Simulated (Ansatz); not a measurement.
A made-up structure of SiHF2 (charge +1), closed shell:

F1  (1.407, 0.319, -0.884)
Si2  (-0.003, -0.029, 0.016)
F3  (-1.231, 1.159, 0.058)
H4  (-0.172, -1.450, 0.809)
(Å)

It is relaxed with PBE-D4/def2-SVP and then PBE0-D4/def2-TZVP (Ansatz 0.2.0). Atoms count as bonded within 1.22 times the sum of their covalent radii (H–H: 0.88 Å). The end point is not checked to be a true minimum.

Q: Does its bonding change? (A judgement: the text doesn't fix the answer.)

A: Computed: No: no bond forms or breaks.

Where it ends: The first stage lowers the energy by 0.79 eV in 6 steps. It ends as SiHF₂ ([F][SiH][F]), total charge +1:
| atom | x (Å) | y (Å) | z (Å) |
| --- | --- | --- | --- |
| F1 | 1.2560 | 0.2852 | -0.7891 |
| Si2 | -0.0030 | -0.0255 | 0.0143 |
| F3 | -1.0990 | 1.0348 | 0.0519 |
| H4 | -0.1539 | -1.2945 | 0.7229 |

Labels in which every atom is bracketed show which atoms are joined, not bond orders.

For scale, one of the runs: PBE0-D4/def2-TZVP relaxation, 105 basis functions, launched by `ansatz run in.yaml --threads 2 --pin off --events-out ev --progress --plain --max-ram 4352MiB`. Hardware: 2 CPU threads of an Arm Neoverse V1, shared host. Wall time about 6 s.
